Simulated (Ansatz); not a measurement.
# BCl2H: two geometries relaxed

Are the two ends of the reaction (reductive elimination) separate minima, and which lies lower? Each is relaxed from a guess. Meant to form: H2–Cl3; to break: B1–H2, B1–Cl3. The start is a guess near the saddle point, from which both ends are pulled out.

All numbers below are computed with Ansatz 0.2.0 (RKS r2SCAN/def2-SVP).

### Step 1. The starting structure

Bond lengths: B1–Cl3 2.060 Å, B1–Cl4 1.860 Å. Angles: Cl3–B1–Cl4 155.3°.

Structure file:

```xyz
4

B     0.0000    0.0000    0.0000
H     0.5157    0.0000    1.2908
Cl    2.0511    0.0000    0.1912
Cl   -1.6108    0.0000   -0.9300
```

### Step 2. A restrained relaxation towards end A

Springs on the bonds that form and break draw the guess towards this end; the thresholds are loose.

input.yaml reads:

```yaml
crystal:
  periodic: [false, false, false]
  atoms:
    - { symbol: B, position_ang: [0.0, 0.0, 0.0] }
    - { symbol: H, position_ang: [0.5157, 0.0, 1.2908] }
    - { symbol: Cl, position_ang: [2.0511, 0.0, 0.1912] }
    - { symbol: Cl, position_ang: [-1.6108, 0.0, -0.93] }
basis:
  gaussian: { orbitals: def2-SVP }
hamiltonian:
  xc: r2scan
relax:
  f_tol: 0.15
  max_steps: 25
  restrain:
    - { distance: [1, 2], at: 2.57, k: 30.0 }
    - { distance: [0, 1], at: 1.19, k: 30.0 }
    - { distance: [0, 2], at: 1.86, k: 30.0 }
```

Run with:

```console
ansatz run input.yaml --threads 1 --pin off --max-ram 2048MiB --backend cpu --events-out ev --progress --plain --runs-dir out
```

The program printed (excerpt; [...] marks lines left out):

```text
Warning: RAYON_NUM_THREADS=1 ignored (pool sized by the plan → 1); use --threads N
[...]
Functional definition: r2SCAN
[...]
602 factors; their error is unknown
[...]
mean field -25725.92388151 eV, -945.4102649878 hartree, gradient 4.3e-5 eV, S^2 0.000000; 0 other end points of the search recorded, 0 dependent functions left out
[...]
reference -25725.92388787 eV, -945.4102652216 hartree; 20, 20 occupied and 35, 35 virtual orbitals, 602 factors
relax step   1: F+E_penalty+E_count = -25725.92388151 eV  Δ(F+E_penalty+E_count) = +0.000e0 eV  max|allowed force component| = 4.212e0 eV/Å  E_restraint = 8.16584853 eV  max|allowed force component, restraints' pulls added| = 2.306e1 eV/Å  Δτ_max = 0.0000 Å  (27 SCF iters, accepted)
[...]
relax step   5: F+E_penalty+E_count = -25729.43356452 eV  Δ(F+E_penalty+E_count) = -1.287e-1 eV  max|allowed force component| = 1.438e0 eV/Å  E_restraint = 0.03207102 eV  max|allowed force component, restraints' pulls added| = 1.570e-1 eV/Å  Δτ_max = 0.0882 Å  (29 SCF iters, accepted)
[...]
relax step   6: F+E_penalty+E_count = -25729.43694218 eV  Δ(F+E_penalty+E_count) = -3.378e-3 eV  max|allowed force component| = 1.391e0 eV/Å  E_restraint = 0.03514731 eV  max|allowed force component, restraints' pulls added| = 3.486e-2 eV/Å  Δτ_max = 0.0019 Å  (23 SCF iters, accepted)
  distance H 1 - Cl 2 = 2.5769 Å
  distance B 0 - H 1 = 1.1901 Å
  distance B 0 - Cl 2 = 1.8121 Å
602 factors; their error is unknown
[...]
mean field -25729.43694218 eV, -945.5393675865 hartree, gradient 1.4e-5 eV, S^2 0.000000; 1 other end points of the search recorded, 0 dependent functions left out
[...]
reference -25729.43694831 eV, -945.5393678115 hartree; 20, 20 occupied and 35, 35 virtual orbitals, 602 factors
Total energy: -25729.43694831 eV, -945.5393678115 hartree
Atom 0 at     0.179774     0.000000     0.271306 Å, force     1.390644     0.000000    -0.490507 eV/Å
Atom 1 at     0.012175    -0.000000     1.449514 Å, force    -0.158747    -0.000000     0.177639 eV/Å
Atom 2 at     1.896799    -0.000000    -0.307900 Å, force    -1.225887    -0.000000     0.320255 eV/Å
Atom 3 at    -1.132748    -0.000000    -0.860920 Å, force    -0.006010    -0.000000    -0.007387 eV/Å
Dipole moment:    -0.105363     0.000000     0.083073 e Å
```

Run time: 15 s. Hardware: 1 thread of Arm Neoverse V1, shared host; peak memory 0.11 GiB.

Relaxation path:

```tsv
step	energy from step 1 (eV)	largest force component (eV/Å)
1	0.0000	4.2124
2	-1.3444	3.2261
3	-2.5494	2.7968
4	-3.3810	1.9702
5	-3.5097	1.4379
6	-3.5131	1.3906
```

Step 1 is the start. Energies and forces in the table leave out the springs, which the log lists apart; the run stops on the force with the springs' pull added.

After: Bond lengths: B1–H2 1.190 Å, B1–Cl3 1.812 Å, B1–Cl4 1.733 Å. Angles: H2–B1–Cl3 116.7°, H2–B1–Cl4 122.7°, Cl3–B1–Cl4 120.6°.

Pairs that crossed the distance rule for bonds on the way: came closer B1–H2.

### Step 3. Relaxing end A

It starts where the restrained run ended.

input.yaml reads:

```yaml
crystal:
  periodic: [false, false, false]
  atoms:
    - { symbol: B, position_ang: [0.179774, 0.0, 0.271306] }
    - { symbol: H, position_ang: [0.012175, 0.0, 1.449514] }
    - { symbol: Cl, position_ang: [1.896799, 0.0, -0.3079] }
    - { symbol: Cl, position_ang: [-1.132748, 0.0, -0.86092] }
basis:
  gaussian: { orbitals: def2-SVP }
hamiltonian:
  xc: r2scan
relax:
  f_tol: 0.03
  max_steps: 50
```

Run with:

```console
ansatz run input.yaml --threads 1 --pin off --max-ram 2048MiB --backend cpu --events-out ev --progress --plain --runs-dir out
```

The program printed (excerpt; [...] marks lines left out):

```text
Warning: RAYON_NUM_THREADS=1 ignored (pool sized by the plan → 1); use --threads N
[...]
Functional definition: r2SCAN
[...]
602 factors; their error is unknown
[...]
mean field -25729.43695502 eV, -945.5393680581 hartree, gradient 6.7e-6 eV, S^2 0.000000; 0 other end points of the search recorded, 0 dependent functions left out
[...]
reference -25729.43696114 eV, -945.5393682832 hartree; 20, 20 occupied and 35, 35 virtual orbitals, 602 factors
relax step   1: F+E_penalty+E_count = -25729.43695502 eV  Δ(F+E_penalty+E_count) = +0.000e0 eV  max|allowed force component| = 1.390e0 eV/Å  Δτ_max = 0.0000 Å  (27 SCF iters, accepted)
[...]
relax step   3: F+E_penalty+E_count = -25729.48655067 eV  Δ(F+E_penalty+E_count) = -1.575e-2 eV  max|allowed force component| = 1.998e-1 eV/Å  Δτ_max = 0.0252 Å  (29 SCF iters, accepted)
[...]
relax step   4: F+E_penalty+E_count = -25729.48740728 eV  Δ(F+E_penalty+E_count) = -8.566e-4 eV  max|allowed force component| = 2.113e-2 eV/Å  Δτ_max = 0.0058 Å  (28 SCF iters, accepted)
602 factors; their error is unknown
mean field -25729.48740728 eV, -945.5412221445 hartree, gradient 2.4e-5 eV, S^2 0.000000; 1 other end points of the search recorded, 0 dependent functions left out
[...]
reference -25729.48741339 eV, -945.5412223693 hartree; 20, 20 occupied and 35, 35 virtual orbitals, 602 factors
Total energy: -25729.48741339 eV, -945.5412223693 hartree
Atom 0 at     0.214708     0.000000     0.268434 Å, force     0.008074     0.000000     0.021134 eV/Å
Atom 1 at    -0.000490    -0.000000     1.448276 Å, force    -0.001568    -0.000000    -0.010132 eV/Å
Atom 2 at     1.860962    -0.000000    -0.309358 Å, force    -0.006702    -0.000000    -0.005052 eV/Å
Atom 3 at    -1.119180    -0.000000    -0.855352 Å, force     0.000196    -0.000000    -0.005951 eV/Å
Dipole moment:    -0.014895     0.000000     0.077411 e Å
```

It took 11 s on 1 thread of Arm Neoverse V1, shared host; peak memory 0.11 GiB.

Relaxation path:

```tsv
step	energy from step 1 (eV)	largest force component (eV/Å)
1	0.0000	1.3902
2	-0.0338	0.9039
3	-0.0496	0.1998
4	-0.0505	0.0211
```

Step 1 is the start.

After: Bond lengths: B1–H2 1.199 Å, B1–Cl3 1.745 Å, B1–Cl4 1.744 Å. Angles: H2–B1–Cl3 119.7°, H2–B1–Cl4 119.8°, Cl3–B1–Cl4 120.5°.

### Step 4. A restrained relaxation towards end B

Springs on the bonds that form and break draw the guess towards this end; the thresholds are loose.

input.yaml reads:

```yaml
crystal:
  periodic: [false, false, false]
  atoms:
    - { symbol: B, position_ang: [0.0, 0.0, 0.0] }
    - { symbol: H, position_ang: [0.5157, 0.0, 1.2908] }
    - { symbol: Cl, position_ang: [2.0511, 0.0, 0.1912] }
    - { symbol: Cl, position_ang: [-1.6108, 0.0, -0.93] }
basis:
  gaussian: { orbitals: def2-SVP }
hamiltonian:
  xc: r2scan
relax:
  f_tol: 0.15
  max_steps: 25
  restrain:
    - { distance: [1, 2], at: 1.37, k: 30.0 }
    - { distance: [0, 1], at: 2.39, k: 30.0 }
    - { distance: [0, 2], at: 3.06, k: 30.0 }
```

Run with:

```console
ansatz run input.yaml --threads 1 --pin off --max-ram 2048MiB --backend cpu --events-out ev --progress --plain --runs-dir out
```

The program printed (excerpt; [...] marks lines left out):

```text
Warning: RAYON_NUM_THREADS=1 ignored (pool sized by the plan → 1); use --threads N
[...]
Functional definition: r2SCAN
[...]
602 factors; their error is unknown
[...]
mean field -25725.92388151 eV, -945.4102649878 hartree, gradient 4.3e-5 eV, S^2 0.000000; 0 other end points of the search recorded, 0 dependent functions left out
[...]
reference -25725.92388787 eV, -945.4102652216 hartree; 20, 20 occupied and 35, 35 virtual orbitals, 602 factors
relax step   1: F+E_penalty+E_count = -25725.92388151 eV  Δ(F+E_penalty+E_count) = +0.000e0 eV  max|allowed force component| = 4.212e0 eV/Å  E_restraint = 34.03332291 eV  max|allowed force component, restraints' pulls added| = 3.960e1 eV/Å  Δτ_max = 0.0000 Å  (27 SCF iters, accepted)
[...]
  distance H 1 - Cl 2 = 1.3350 Å
  distance B 0 - H 1 = 2.3846 Å
  distance B 0 - Cl 2 = 3.0667 Å
602 factors; their error is unknown
mean field -25725.51116060 eV, -945.3950977741 hartree, gradient 1.4e-5 eV, S^2 0.000000; 1 other end points of the search recorded, 0 dependent functions left out
[...]
reference -25725.51116714 eV, -945.3950980147 hartree; 20, 20 occupied and 35, 35 virtual orbitals, 602 factors
Total energy: -25725.51116714 eV, -945.3950980147 hartree
Atom 0 at    -0.959905    -0.000000     0.299804 Å, force    -0.055475    -0.000000     0.061157 eV/Å
Atom 1 at     1.204660     0.000000     1.300258 Å, force     0.562048     0.000000    -0.847086 eV/Å
Atom 2 at     2.106795    -0.000000     0.316135 Å, force    -0.507196    -0.000000     0.779175 eV/Å
Atom 3 at    -1.395549     0.000000    -1.364197 Å, force     0.000623     0.000000     0.006754 eV/Å
Dipole moment:    -0.217769    -0.000000    -0.167607 e Å
```

Run time: 25 s. Hardware: 1 thread of Arm Neoverse V1, shared host; peak memory 0.12 GiB.

The steps of the relaxation:

```tsv
step	energy from step 1 (eV)	largest force component (eV/Å)
1	0.0000	4.2124
2	1.5931	5.5600
3	2.8367	6.6664
4	2.2555	6.6557
5	0.8754	2.1155
6	0.5464	0.9080
7	0.4617	0.7299
8	0.4329	0.7461
9	0.4267	1.0121
10	0.4169	0.9158
11	0.4127	0.8471
```

Step 1 is the start. Energies and forces in the table leave out the springs, which the log lists apart; the run stops on the force with the springs' pull added.

After: Bond lengths: H2–Cl3 1.335 Å, B1–Cl4 1.720 Å.

Pairs that crossed the distance rule for bonds on the way: came closer H2–Cl3; moved apart B1–Cl3.

### Step 5. End point B

It starts where the restrained run ended.

input.yaml reads:

```yaml
crystal:
  periodic: [false, false, false]
  atoms:
    - { symbol: B, position_ang: [-0.959905, 0.0, 0.299804] }
    - { symbol: H, position_ang: [1.20466, 0.0, 1.300258] }
    - { symbol: Cl, position_ang: [2.106795, 0.0, 0.316135] }
    - { symbol: Cl, position_ang: [-1.395549, 0.0, -1.364197] }
basis:
  gaussian: { orbitals: def2-SVP }
hamiltonian:
  xc: r2scan
relax:
  f_tol: 0.03
  max_steps: 50
```

Run with:

```console
ansatz run input.yaml --threads 1 --pin off --max-ram 2048MiB --backend cpu --events-out ev --progress --plain --runs-dir out
```

The program printed (excerpt; [...] marks lines left out):

```text
Warning: RAYON_NUM_THREADS=1 ignored (pool sized by the plan → 1); use --threads N
[...]
Functional definition: r2SCAN
[...]
602 factors; their error is unknown
[...]
mean field -25725.51115029 eV, -945.3950973952 hartree, gradient 2.3e-5 eV, S^2 0.000000; 0 other end points of the search recorded, 0 dependent functions left out
[...]
reference -25725.51115684 eV, -945.3950976362 hartree; 20, 20 occupied and 35, 35 virtual orbitals, 602 factors
relax step   1: F+E_penalty+E_count = -25725.51115029 eV  Δ(F+E_penalty+E_count) = +0.000e0 eV  max|allowed force component| = 8.471e-1 eV/Å  Δτ_max = 0.0000 Å  (27 SCF iters, accepted)
[...]
relax step   5: F+E_penalty+E_count = -25725.64268419 eV  Δ(F+E_penalty+E_count) = -2.056e-2 eV  max|allowed force component| = 4.483e-1 eV/Å  Δτ_max = 0.0511 Å  (30 SCF iters, accepted)
[...]
relax step  18: F+E_penalty+E_count = -25729.48741266 eV  Δ(F+E_penalty+E_count) = -6.930e-5 eV  max|allowed force component| = 1.802e-2 eV/Å  Δτ_max = 0.0018 Å  (20 SCF iters, accepted)
602 factors; their error is unknown
[...]
mean field -25729.48741266 eV, -945.5412223421 hartree, gradient 9.0e-5 eV, S^2 0.000000; 1 other end points of the search recorded, 0 dependent functions left out
[...]
reference -25729.48741877 eV, -945.5412225668 hartree; 20, 20 occupied and 35, 35 virtual orbitals, 602 factors
Total energy: -25729.48741877 eV, -945.5412225668 hartree
Atom 0 at     0.188043     0.000137     0.260770 Å, force    -0.008157    -0.001528     0.018020 eV/Å
Atom 1 at    -0.271845    -0.000050     1.368481 Å, force     0.004657     0.000641    -0.010847 eV/Å
Atom 2 at     1.918595    -0.000043     0.042036 Å, force     0.003324     0.000443    -0.003021 eV/Å
Atom 3 at    -0.878792    -0.000044    -1.119287 Å, force     0.000176     0.000444    -0.004152 eV/Å
Dipole moment:    -0.030251     0.000057     0.072904 e Å
```

Wall time 40 s (1 thread of Arm Neoverse V1, shared host); peak memory 0.11 GiB.

The steps of the relaxation:

```tsv
step	energy from step 1 (eV)	largest force component (eV/Å)
1	0.0000	0.8471
2	-0.0122	1.1629
3	-0.0672	0.5777
4	-0.1110	0.7768
5	-0.1315	0.4483
6	-0.1392	0.2171
7	-0.1418	0.0822
8	-0.1428	0.0664
9	-0.1440	0.0387
10	-0.1543	0.4780
11	-0.2548	0.7066
12	-0.6094	2.4533
13	-1.5212	4.4400
14	-2.7531	4.6668
15	-3.5839	1.7771
16	-3.9622	0.5180
17	-3.9762	0.0623
18	-3.9763	0.0180
```

Step 1 is the start.

After: Bond lengths: B1–H2 1.199 Å, B1–Cl3 1.744 Å, B1–Cl4 1.744 Å. Angles: H2–B1–Cl3 119.8°, H2–B1–Cl4 119.7°, Cl3–B1–Cl4 120.5°.

Pairs that crossed the distance rule for bonds on the way: came closer B1–H2, B1–Cl3; moved apart H2–Cl3.

### Step 6. Outcome

| quantity | value |
| --- | --- |
| end A | 3 moves, 0.050 eV lower |
| end B | 17 moves, 3.976 eV lower |
| largest difference between the ends | 0.00 Å |
| end B relative to end A | -0.000 eV |

The two relaxations end at one structure, within 0.00 Å: no second minimum was found from this start, which doesn't rule one out.
